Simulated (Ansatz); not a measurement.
CH₈B₂⁺, that is diborane mono Me with one electron fewer. The state is a doublet with charge 1. Geometry r2SCAN-D4/def2-TZVP, that of the neutral singlet.

```xyz
11

B     0.343   -0.455   -0.106
C    -1.102   -0.654   -0.687
H     1.188   -1.291   -0.228
H     0.888    0.706   -0.494
B     0.818    1.012    0.766
H     1.927    1.111    1.187
H     0.004    1.871    0.910
H     0.322   -0.112    1.189
H    -1.562   -1.550   -0.260
H    -1.055   -0.829   -1.767
H    -1.771    0.190   -0.508
```

Estimate the α-spin orbital energies around the gap (eV) in Ansatz with PBE-D4/def2-TZVP, r2SCAN-D4/def2-TZVP, PBE0-D4/def2-TZVP.


| orbital | PBE-D4/def2-TZVP | r2SCAN-D4/def2-TZVP | PBE0-D4/def2-TZVP |
| --- | --- | --- | --- |
| HOMO−5 | -17.20 | -17.58 | -18.68 |
| HOMO−4 | -16.67 | -17.14 | -18.33 |
| HOMO−3 | -15.94 | -16.38 | -17.52 |
| HOMO−2 | -15.31 | -15.69 | -16.81 |
| HOMO−1 | -15.09 | -15.47 | -16.63 |
| HOMO | -14.94 | -15.40 | -16.48 |
| LUMO | -8.03 | -7.68 | -6.97 |
| LUMO+1 | -5.14 | -4.58 | -4.29 |
| LUMO+2 | -4.04 | -3.37 | -3.15 |
| LUMO+3 | -3.61 | -3.01 | -2.76 |
| LUMO+4 | -3.49 | -2.81 | -2.55 |
| LUMO+5 | -3.39 | -2.50 | -2.51 |
| β HOMO | -14.77 | -15.06 | -16.06 |
| β LUMO | -14.06 | -14.09 | -13.51 |
